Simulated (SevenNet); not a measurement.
## Corundum (α-Al2O3)

Computed with the machine-learned potential SevenNet-0 (trained on PBE and PBE+U data).

Cell (relaxed at this level):

```
Al2O3
1.0
    2.40361     1.38773     4.37534
   -2.40361     1.38773     4.37534
    0.00000    -2.77545     4.37534
Al O
4 6
Direct
  0.85199   0.85199   0.85199
  0.35199   0.35199   0.35199
  0.14801   0.14801   0.14801
  0.64801   0.64801   0.64801
  0.44353   0.05647   0.75000
  0.05647   0.75000   0.44353
  0.55647   0.94353   0.25000
  0.25000   0.55647   0.94353
  0.94353   0.25000   0.55647
  0.75000   0.44353   0.05647
```

```
Property                           Result
---------------------------  ------------
lattice parameter a               4.807 Å
lattice parameter c              13.126 Å
equilibrium volume per atom  8.76 Å³/atom
```

Measured, for comparison: lattice constant a 4.759 Å, lattice parameter c 12.991 Å (temperature not stated, no zero-point or thermal correction; as tabulated in Lallet et al. (2009), arXiv:0801.3594). Computed (rounded) less measured: lattice constant a +1.0 %, lattice parameter c +1.0 %.

A machine-learned potential is trained on density-functional data: it inherits that level's misses and adds fitting errors of its own.
